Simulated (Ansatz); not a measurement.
One geometry of C3H6O3, SMILES `O=C(O)CCO`, several functionals.

```yaml
crystal:
  periodic: [false, false, false]
  atoms:
    - {symbol: O, position_ang: [-2.018130, -0.477691, -0.130374]}
    - {symbol: C, position_ang: [-1.057628, -0.354623, 0.578174]}
    - {symbol: O, position_ang: [-1.142701, 0.056096, 1.853953]}
    - {symbol: C, position_ang: [0.357068, -0.640712, 0.156459]}
    - {symbol: C, position_ang: [0.728336, 0.173727, -1.072792]}
    - {symbol: O, position_ang: [0.692364, 1.560916, -0.830773]}
    - {symbol: H, position_ang: [-2.081052, 0.218282, 2.028565]}
    - {symbol: H, position_ang: [0.414324, -1.705810, -0.088617]}
    - {symbol: H, position_ang: [1.046390, -0.447063, 0.981026]}
    - {symbol: H, position_ang: [1.713576, -0.145789, -1.435574]}
    - {symbol: H, position_ang: [-0.000302, -0.014300, -1.862881]}
    - {symbol: H, position_ang: [1.358855, 1.777266, -0.173465]}
basis:
  gaussian: {orbitals: def2-TZVPP}
hamiltonian: {xc: {name: B2PLYP}}
```

```sh
$ ansatz run in.yaml --threads 4 --pin off --events-out ev --progress --plain --max-ram 10444MiB
```

Output, abridged:

```
Functional definition: B2PLYP
1663 factors; integrals over basis functions are off by at most 1.0e-3 eV
mean field evaluation 1: about -9329.4651 eV, gradient 6.4e1 eV
mean field evaluation 2: about -9329.6555 eV, gradient 6.4e1 eV
mean field evaluation 4: about -9336.5812 eV, gradient 9.0e0 eV
mean field evaluation 8: about -9336.7416 eV, gradient 9.9e-1 eV
mean field evaluation 16: about -9336.7435 eV, gradient 5.7e-4 eV
mean field -9336.74353245 eV, -343.1189961456 hartree, gradient 4.6e-6 eV, S^2 0.000000; 0 other end points of the search recorded, 0 dependent functions left out
6 core orbitals not correlated: weight in the atoms' cores, before any rotation towards them, 1.000 or more for the frozen orbitals, at most 0.000 for the correlated occupied ones
reference -9336.74369912 eV, -343.1190022706 hartree; 18, 18 occupied and 246, 246 virtual orbitals, 1663 factors
second order -39.54285487 eV of doubles, -0.00000000 eV of singles
Total energy: -9347.42026994 eV, -343.5113590112 hartree
```

It took 5.5 s on 4 threads of an Arm Neoverse V2 on a shared host, with 0.77 GiB of host memory at the peak.

The same input with `hamiltonian: {xc: {name: B3LYP}, dispersion: d4}` and forces (abridged; 4.3 s):

```
Functional definition: B3LYP
mean field evaluation 16: about -9354.3335 eV, gradient 5.4e-4 eV
mean field -9354.33349059 eV, -343.7654151842 hartree, gradient 2.5e-5 eV, S^2 0.000000
Total energy: -9354.67442570 eV, -343.7779443183 hartree
Atom 0 force    -0.243793    -0.028463    -0.174415 eV/Å
Atom 1 force     0.133698    -0.071934    -0.108272 eV/Å
Atom 2 force    -0.064851     0.108836     0.312595 eV/Å
Atom 3 force     0.127791    -0.181816     0.106317 eV/Å
Atom 4 force     0.049597    -0.304477    -0.294987 eV/Å
Atom 5 force     0.014797     0.309639     0.065591 eV/Å
Atom 6 force    -0.021777     0.023189     0.064711 eV/Å
Atom 7 force     0.012184     0.051075     0.016856 eV/Å
Atom 8 force    -0.028424    -0.016295    -0.053341 eV/Å
Atom 9 force    -0.053003     0.025131     0.009132 eV/Å
Atom 10 force     0.058926     0.011579     0.038162 eV/Å
Atom 11 force     0.014854     0.073537     0.017650 eV/Å
Dipole moment:     0.463055    -0.146010     0.349562 e Å
```

B3LYP takes the VWN-RPA correlation (the form of Gaussian; ORCA's B3LYP/G).
